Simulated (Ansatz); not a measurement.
Molecular dynamics of AlClFH3

Input:

```yaml
crystal:
  periodic: [false, false, false]
  atoms:
    - { symbol: Al, position_ang: [0.014314, -0.257184, -0.050986] }
    - { symbol: Cl, position_ang: [0.016763, 0.005282, 2.344762] }
    - { symbol: H, position_ang: [1.414281, 0.173294, -0.62024] }
    - { symbol: H, position_ang: [-1.41154, 0.09646, -0.608721] }
    - { symbol: F, position_ang: [0.061716, -1.951449, 0.621342] }
    - { symbol: H, position_ang: [0.049767, -1.362603, 1.724641] }
basis:
  gaussian: { orbitals: def2-SVP }
hamiltonian:
  xc: b3lyp
md:
  timestep: 0.5
  n_steps: 200
  ensemble: nve
  temperature: 300.0
  initial_velocities: maxwell_boltzmann
  seed: 5121
```

Run as:

```bash
$ ansatz run input.yaml --threads 1 --pin off --max-ram 2048MiB --backend cpu --events-out ev --progress --plain --runs-dir out
```

It starts at the highest image of a converged band, a first-order saddle point between two minima.

Output, in part (one step line in 7, the closing report, with atoms numbered from 0):

```
md step     0: t =     0.00 fs  T =   300.0 K  F+E_penalty+E_count = -21879.98194168 eV  E_kin = 0.155112 eV  conserved = -21879.82682968 eV  (23 SCF iters)
md step     7: t =     3.50 fs  T =   180.3 K  F+E_penalty+E_count = -21879.91968585 eV  E_kin = 0.093232 eV  conserved = -21879.82645430 eV  (23 SCF iters)
md step    14: t =     7.00 fs  T =   132.3 K  F+E_penalty+E_count = -21879.89499791 eV  E_kin = 0.068385 eV  conserved = -21879.82661320 eV  (22 SCF iters)
md step    21: t =    10.50 fs  T =    89.2 K  F+E_penalty+E_count = -21879.87260109 eV  E_kin = 0.046108 eV  conserved = -21879.82649348 eV  (23 SCF iters)
md step    28: t =    14.00 fs  T =   145.7 K  F+E_penalty+E_count = -21879.90184776 eV  E_kin = 0.075354 eV  conserved = -21879.82649397 eV  (28 SCF iters)
md step    35: t =    17.50 fs  T =   267.3 K  F+E_penalty+E_count = -21879.96497950 eV  E_kin = 0.138220 eV  conserved = -21879.82675919 eV  (29 SCF iters)
md step    42: t =    21.00 fs  T =   232.2 K  F+E_penalty+E_count = -21879.94650686 eV  E_kin = 0.120075 eV  conserved = -21879.82643197 eV  (23 SCF iters)
md step    49: t =    24.50 fs  T =   294.0 K  F+E_penalty+E_count = -21879.97881672 eV  E_kin = 0.152018 eV  conserved = -21879.82679852 eV  (29 SCF iters)
md step    56: t =    28.00 fs  T =   206.8 K  F+E_penalty+E_count = -21879.93334868 eV  E_kin = 0.106945 eV  conserved = -21879.82640365 eV  (22 SCF iters)
md step    63: t =    31.50 fs  T =   283.7 K  F+E_penalty+E_count = -21879.97338220 eV  E_kin = 0.146688 eV  conserved = -21879.82669423 eV  (29 SCF iters)
md step    70: t =    35.00 fs  T =   309.8 K  F+E_penalty+E_count = -21879.98676142 eV  E_kin = 0.160200 eV  conserved = -21879.82656176 eV  (22 SCF iters)
md step    77: t =    38.50 fs  T =   338.9 K  F+E_penalty+E_count = -21880.00185001 eV  E_kin = 0.175238 eV  conserved = -21879.82661227 eV  (22 SCF iters)
md step    84: t =    42.00 fs  T =   385.3 K  F+E_penalty+E_count = -21880.02585885 eV  E_kin = 0.199191 eV  conserved = -21879.82666828 eV  (23 SCF iters)
md step    91: t =    45.50 fs  T =   337.7 K  F+E_penalty+E_count = -21880.00112862 eV  E_kin = 0.174581 eV  conserved = -21879.82654793 eV  (23 SCF iters)
md step    98: t =    49.00 fs  T =   380.2 K  F+E_penalty+E_count = -21880.02323868 eV  E_kin = 0.196563 eV  conserved = -21879.82667549 eV  (22 SCF iters)
md step   105: t =    52.50 fs  T =   373.2 K  F+E_penalty+E_count = -21880.01950847 eV  E_kin = 0.192949 eV  conserved = -21879.82655905 eV  (22 SCF iters)
md step   112: t =    56.00 fs  T =   394.8 K  F+E_penalty+E_count = -21880.03078353 eV  E_kin = 0.204141 eV  conserved = -21879.82664215 eV  (22 SCF iters)
md step   119: t =    59.50 fs  T =   411.9 K  F+E_penalty+E_count = -21880.03955332 eV  E_kin = 0.212956 eV  conserved = -21879.82659714 eV  (24 SCF iters)
md step   126: t =    63.00 fs  T =   356.5 K  F+E_penalty+E_count = -21880.01092304 eV  E_kin = 0.184329 eV  conserved = -21879.82659433 eV  (22 SCF iters)
md step   133: t =    66.50 fs  T =   355.3 K  F+E_penalty+E_count = -21880.01032963 eV  E_kin = 0.183718 eV  conserved = -21879.82661202 eV  (23 SCF iters)
md step   140: t =    70.00 fs  T =   318.1 K  F+E_penalty+E_count = -21879.99106035 eV  E_kin = 0.164496 eV  conserved = -21879.82656436 eV  (24 SCF iters)
md step   147: t =    73.50 fs  T =   353.9 K  F+E_penalty+E_count = -21880.00969410 eV  E_kin = 0.182964 eV  conserved = -21879.82673021 eV  (28 SCF iters)
md step   154: t =    77.00 fs  T =   346.6 K  F+E_penalty+E_count = -21880.00577803 eV  E_kin = 0.179218 eV  conserved = -21879.82656016 eV  (23 SCF iters)
md step   161: t =    80.50 fs  T =   307.9 K  F+E_penalty+E_count = -21879.98586406 eV  E_kin = 0.159218 eV  conserved = -21879.82664588 eV  (28 SCF iters)
md step   168: t =    84.00 fs  T =   298.4 K  F+E_penalty+E_count = -21879.98095448 eV  E_kin = 0.154293 eV  conserved = -21879.82666194 eV  (22 SCF iters)
md step   175: t =    87.50 fs  T =   219.3 K  F+E_penalty+E_count = -21879.93980708 eV  E_kin = 0.113385 eV  conserved = -21879.82642203 eV  (22 SCF iters)
md step   182: t =    91.00 fs  T =   292.0 K  F+E_penalty+E_count = -21879.97774803 eV  E_kin = 0.150968 eV  conserved = -21879.82678027 eV  (23 SCF iters)
md step   189: t =    94.50 fs  T =   266.6 K  F+E_penalty+E_count = -21879.96430764 eV  E_kin = 0.137829 eV  conserved = -21879.82647873 eV  (23 SCF iters)
md step   196: t =    98.00 fs  T =   258.4 K  F+E_penalty+E_count = -21879.96023140 eV  E_kin = 0.133594 eV  conserved = -21879.82663723 eV  (22 SCF iters)
md step   200: t =   100.00 fs  T =   260.2 K  F+E_penalty+E_count = -21879.96114846 eV  E_kin = 0.134554 eV  conserved = -21879.82659458 eV  (23 SCF iters)
Total energy: -21879.96139196 eV, -804.0737503839 hartree
Atom 0 at     0.028858    -0.429072    -0.318040 Å, force    -0.795110    -0.815438     0.290898 eV/Å
Atom 1 at     0.014863     0.178217     2.714033 Å, force     0.031065    -0.988758    -0.250934 eV/Å
Atom 2 at     1.353869     0.301079    -0.707616 Å, force     0.226390    -0.018556     0.055333 eV/Å
Atom 3 at    -1.449223     0.063532    -0.716732 Å, force     0.385442    -0.049311     0.138991 eV/Å
Atom 4 at     0.049885    -2.046329     0.269961 Å, force     0.183139     0.984638    -0.183618 eV/Å
Atom 5 at     0.048365    -1.150108     2.704295 Å, force    -0.030926     0.887425    -0.050669 eV/Å
Dipole moment:     0.062779     0.083903     0.220040 e Å
```

All steps were run. The conserved energy stayed within 0.088 meV per atom of its start (net change 0.039 meV per atom), so the integration is sound. A run of 0.1 ps of so small a system gives no equilibrium averages. The orbitals stay closed-shell, which can raise the energy where a bond breaks towards radicals; this wasn't checked here.

Between its relaxed ends the band would form Cl2–H6 and break F5–H6. These pairs go: Cl2–H6 1.50 → 1.33 Å, F5–H6 1.25 → 2.59 Å. In the last frame they stand as after the step (other bonds may differ from the relaxed reactants and products). Also parted: Al1–Cl2 2.41 → 3.09 Å. It ends as AlFH2 + ClH. Pairs count as bonded within 1.25 times the sum of covalent radii (0.12 Å more for H–H).

Last frame:

```xyz
6
Properties=species:S:1:pos:R:3
Al 0.029 -0.429 -0.318
Cl 0.015 0.178 2.714
H 1.354 0.301 -0.708
H -1.449 0.064 -0.717
F 0.050 -2.046 0.270
H 0.048 -1.150 2.704
```

The run took 9.8 min on 1 thread of Arm Neoverse N1 (shared host), peak memory 0.11 GiB.
